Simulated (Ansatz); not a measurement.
Born–Oppenheimer molecular dynamics of AlClH₂N (5 atoms, charge -1, multiplicity 1). It starts at the highest image of a converged band. Of that band: Neighbouring images differ by up to 2.0 eV, so the band resolves the path poorly. A vibrational analysis at the climbing image gives one clearly imaginary mode, 1090i cm⁻¹: a first-order saddle point.

Theory: RKS PBE0-D4/def2-SVP in Ansatz.

```json
{
 "ensemble": "NVE (velocity Verlet)",
 "time step": "0.5 fs",
 "steps asked": "200",
 "starting velocities drawn for": "100 K",
 "seed": "4956"
}
```

First frame:

```xyz
5
Properties=species:S:1:pos:R:3
N -1.027 -0.414 -0.174
Al 0.442 0.603 -0.077
Cl 2.047 0.148 -1.549
H -1.587 0.040 0.565
H 0.125 -0.377 1.235
```

**Question.** How far do the bonds stretch over the last three quarters of this one trajectory? (Pairs bonded in most of those frames.)

**Answer.** 
```csv
bond,mean (Å),spread (Å),shortest,longest
N1–Al2,1.740,0.049,1.67,1.82
N1–H4,1.037,0.017,1.00,1.07
Al2–Cl3,2.251,0.077,2.17,2.39
Al2–H5,1.754,0.124,1.50,1.96
```

Pairs bonded in part of these frames only: Al2–H5 83 %.

Mean temperature of the second half: 2474 K. The conserved energy stayed within 0.2 meV per atom of its start (net change 0.024 meV per atom), so the integration is sound. The kinetic energy rose, since the run started high on the potential surface and went downhill. A run of 0.1 ps of so small a system gives no equilibrium averages. The orbitals stay closed-shell, which can raise the energy where a bond breaks towards radicals; this wasn't checked here. Limits of this set-up: an anion without diffuse functions.

Time of the run: 10 min on 1 thread of Intel(R) Xeon(R) Processor @ 2.50GHz (Skylake/Cascade Lake) (shared host), peak memory 0.12 GiB.
